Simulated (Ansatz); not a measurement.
Born–Oppenheimer molecular dynamics of C$_{3}$H$_{2}$FN (7 atoms, charge 0, multiplicity 1). It starts from a relaxed structure.

These are results of RKS PBE0-D4/def2-SVP in Ansatz 0.2.0, not measurements.

| Property | Result |
| --- | --- |
| ensemble | NVE (velocity Verlet) |
| time step | 0.5 fs |
| steps asked | 150 |
| starting velocities drawn for | 300 K |
| masses | H 2.014 u |
| seed | 587185 |

Frames 5 fs apart, positions in Å, forces in eV/Å.

Velocities at 0.0 fs (Å/ps):

```
N 1.30 2.15 -0.22
C 3.54 -7.29 -0.60
C -5.16 2.25 7.38
C -2.80 -5.54 0.27
F 1.74 3.98 -4.96
H 5.29 -2.88 1.01
H -4.41 13.42 5.30
```

```xyz
7
Properties=species:S:1:pos:R:3:forces:R:3 time_fs=0.0 energy_less_start_eV=0.000 T=300
N 0.669 -2.111 1.291 0.00 0.00 0.00
C 0.382 -1.059 0.897 0.00 0.00 0.00
C 0.032 0.237 0.429 0.00 0.00 0.00
C -0.235 0.458 -0.863 0.00 0.00 0.00
F -0.560 1.653 -1.303 0.00 0.00 0.00
H -0.017 1.060 1.148 0.00 0.00 0.00
H -0.210 -0.307 -1.645 0.00 0.00 0.00
7
Properties=species:S:1:pos:R:3:forces:R:3 time_fs=5.0 energy_less_start_eV=0.084 T=171
N 0.679 -2.112 1.294 0.49 -1.60 0.51
C 0.395 -1.078 0.889 -0.79 2.25 -0.46
C 0.007 0.242 0.458 0.25 -0.95 -1.32
C -0.250 0.442 -0.854 -0.15 2.00 0.82
F -0.551 1.670 -1.326 0.24 -1.17 0.63
H 0.007 1.061 1.168 -0.08 0.23 0.23
H -0.231 -0.277 -1.648 0.04 -0.77 -0.41
7
Properties=species:S:1:pos:R:3:forces:R:3 time_fs=10.0 energy_less_start_eV=0.137 T=90
N 0.695 -2.130 1.302 -0.58 2.37 -1.08
C 0.395 -1.067 0.877 0.33 -2.30 1.31
C -0.013 0.233 0.466 0.34 0.67 -0.29
C -0.267 0.458 -0.835 -0.08 0.21 -1.53
F -0.539 1.673 -1.342 0.16 -1.02 0.87
H 0.022 1.075 1.201 -0.15 -0.64 -0.51
H -0.247 -0.310 -1.673 -0.02 0.70 1.23
7
Properties=species:S:1:pos:R:3:forces:R:3 time_fs=15.0 energy_less_start_eV=0.072 T=190
N 0.703 -2.119 1.296 0.29 -0.67 0.15
C 0.398 -1.085 0.884 -0.83 1.43 -0.31
C -0.026 0.232 0.465 0.45 -0.43 -0.88
C -0.286 0.482 -0.838 0.39 -0.21 0.80
F -0.525 1.665 -1.348 -0.16 0.15 0.41
H 0.020 1.034 1.192 -0.10 0.25 0.27
H -0.266 -0.290 -1.589 -0.05 -0.51 -0.44
7
Properties=species:S:1:pos:R:3:forces:R:3 time_fs=20.0 energy_less_start_eV=0.099 T=147
N 0.716 -2.114 1.291 0.21 -0.51 0.16
C 0.386 -1.083 0.888 -0.70 1.07 -0.48
C -0.030 0.225 0.449 0.48 0.01 0.55
C -0.297 0.499 -0.830 0.50 -1.57 0.25
F -0.513 1.658 -1.348 -0.36 1.05 0.03
H 0.006 1.011 1.203 -0.05 0.20 0.11
H -0.290 -0.316 -1.540 -0.08 -0.24 -0.61
7
Properties=species:S:1:pos:R:3:forces:R:3 time_fs=25.0 energy_less_start_eV=0.129 T=101
N 0.730 -2.114 1.286 -0.81 2.19 -0.85
C 0.363 -1.065 0.885 0.71 -2.59 0.82
C -0.025 0.220 0.445 0.21 1.06 1.62
C -0.299 0.488 -0.820 0.11 -1.65 -1.87
F -0.505 1.663 -1.347 -0.22 0.25 0.34
H -0.013 1.008 1.224 0.01 -0.17 -0.42
H -0.323 -0.363 -1.555 -0.01 0.92 0.35
7
Properties=species:S:1:pos:R:3:forces:R:3 time_fs=30.0 energy_less_start_eV=0.100 T=146
N 0.734 -2.088 1.272 0.62 -2.10 0.73
C 0.349 -1.082 0.893 -0.69 2.21 -0.71
C -0.016 0.230 0.465 -0.23 -0.57 -1.12
C -0.297 0.450 -0.837 0.23 1.45 1.07
F -0.500 1.670 -1.342 -0.04 -0.96 0.55
H -0.031 1.001 1.211 0.09 0.68 0.36
H -0.357 -0.334 -1.555 0.01 -0.71 -0.88
7
Properties=species:S:1:pos:R:3:forces:R:3 time_fs=35.0 energy_less_start_eV=0.088 T=164
N 0.745 -2.087 1.266 -0.27 -0.07 -0.04
C 0.326 -1.071 0.893 0.47 -0.23 0.36
C -0.012 0.235 0.469 -0.53 0.39 -0.91
C -0.292 0.433 -0.841 -0.05 0.93 0.06
F -0.496 1.667 -1.330 0.02 -1.09 0.51
H -0.038 1.051 1.219 0.14 -0.28 -0.49
H -0.387 -0.351 -1.623 0.22 0.34 0.51
7
Properties=species:S:1:pos:R:3:forces:R:3 time_fs=40.0 energy_less_start_eV=0.090 T=161
N 0.752 -2.089 1.260 -0.98 1.49 -0.53
C 0.311 -1.061 0.897 1.20 -1.65 0.80
C -0.017 0.245 0.455 -0.29 -0.01 -0.11
C -0.288 0.435 -0.844 -0.21 0.06 -0.68
F -0.491 1.650 -1.312 -0.11 -0.06 0.03
H -0.030 1.080 1.181 0.11 -0.29 -0.38
H -0.392 -0.343 -1.647 0.28 0.47 0.86
7
Properties=species:S:1:pos:R:3:forces:R:3 time_fs=45.0 energy_less_start_eV=0.136 T=91
N 0.746 -2.075 1.248 0.56 -2.12 0.77
C 0.315 -1.071 0.914 -0.60 2.90 -0.95
C -0.028 0.251 0.438 0.20 -1.77 0.11
C -0.287 0.441 -0.853 0.13 0.27 1.23
F -0.488 1.634 -1.295 -0.35 1.40 -0.69
H -0.008 1.086 1.110 0.06 0.54 0.54
H -0.368 -0.302 -1.598 0.01 -1.22 -1.01
7
Properties=species:S:1:pos:R:3:forces:R:3 time_fs=50.0 energy_less_start_eV=0.113 T=127
N 0.744 -2.083 1.244 -0.75 1.14 -0.21
C 0.315 -1.043 0.918 0.95 -1.54 0.33
C -0.035 0.231 0.426 0.29 0.78 1.54
C -0.284 0.445 -0.849 -0.10 -1.77 -1.16
F -0.490 1.634 -1.285 -0.35 1.48 -0.77
H 0.019 1.128 1.081 -0.07 -0.64 -0.14
H -0.337 -0.358 -1.621 0.04 0.54 0.40
7
Properties=species:S:1:pos:R:3:forces:R:3 time_fs=55.0 energy_less_start_eV=0.076 T=182
N 0.733 -2.080 1.240 -0.28 0.22 0.11
C 0.330 -1.036 0.926 0.55 -1.13 0.23
C -0.037 0.221 0.438 0.04 0.85 -0.46
C -0.283 0.422 -0.859 -0.01 -0.09 0.02
F -0.495 1.650 -1.284 -0.09 -0.23 -0.33
H 0.039 1.117 1.052 -0.12 -0.01 0.39
H -0.305 -0.376 -1.620 -0.09 0.39 0.04
```

Of the whole run (75 fs, mean temperature of the second half 140 K): The conserved energy stayed within 0.14 meV per atom of its start (net change 0.046 meV per atom), so the integration is sound. The temperature averaged 0.47 of the 300 K drawn at the start: a run that starts near a minimum puts about half its kinetic energy into the potential. A run of 0.075 ps of so small a system gives no equilibrium averages.

The run took 2.5 min on 1 CPU thread of a shared host.
